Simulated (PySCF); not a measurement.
How methods differ on the ionisation energy of He

He 1s2 (1S) → He⁺ 1s1 (2S), as a difference of total energies. Calculation: PySCF 2.14, in x2c-SVPall (2s1p, 5 functions); scalar relativity by spin-free X2C-1e. Correlated levels: valence: nothing frozen. The calculations carry no spin-orbit coupling.

| method | ionisation energy (eV) |
| --- | --- |
| UHF | 23.443 |
| TPSS | 24.700 |
| r2SCAN | 24.571 |
| MP2 (valence) | 24.125 |
| SCS-MP2 (valence) | 24.261 |
| CCSD (valence) | 24.308 |

Question: How much does correlation contribute at MP2 (valence)?

Answer: 24.125 − (23.443) = 0.682 eV, measured against UHF.

Errors of the correlated levels include the incompleteness of this basis.

With two correlated electrons CCSD is exact in that space.

For comparison: 24.587 eV (measured; NIST Atomic Spectra Database, ionization energies).
